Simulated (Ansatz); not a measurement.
Geometry optimisation, RKS PBE-D4/def2-SVP in Ansatz 0.2.0.

Input file:

```yaml
crystal:
  periodic: [false, false, false]
  atoms:
    - { symbol: B, position_ang: [0.384495, -0.012877, 0.070279] }
    - { symbol: O, position_ang: [0.586878, -0.11846, 1.427433] }
    - { symbol: H, position_ang: [-0.264837, -0.210087, 1.897887] }
    - { symbol: H, position_ang: [1.340537, 0.103149, -0.642231] }
    - { symbol: F, position_ang: [-0.862174, -0.043124, -0.421768] }
basis:
  gaussian: { orbitals: def2-SVP }
hamiltonian:
  xc: pbe
  dispersion: d4
relax:
  f_tol: 0.03
  max_steps: 50
```

Launched with:

```bash
$ ansatz run input.yaml --threads 1 --pin off --max-ram 2048MiB --backend cpu --events-out ev --progress --plain --runs-dir out
```

Q: Where does it end, and by what steps?

A: It converged. After 4 steps the energy has fallen by 0.014 eV; B1 moved furthest, 0.01 Å.

| step | energy less start (eV) | largest force component (eV/Å) | accepted |
| --- | --- | --- | --- |
| 0 | 0.0000 | 1.134 | yes |
| 1 | -0.0106 | 0.534 | yes |
| 2 | -0.0125 | 0.158 | yes |
| 3 | -0.0135 | 0.100 | yes |
| 4 | -0.0139 | 0.017 | yes |

```xyz
5
Properties=species:S:1:pos:R:3
B 0.385 -0.015 0.084
O 0.578 -0.119 1.419
H -0.263 -0.210 1.907
H 1.341 0.104 -0.651
F -0.857 -0.042 -0.427
```

The run took 3.4 s on 1 thread of Intel(R) Xeon(R) Platinum 8559C (Emerald Rapids), with other jobs on the host, peak memory 0.13 GiB.
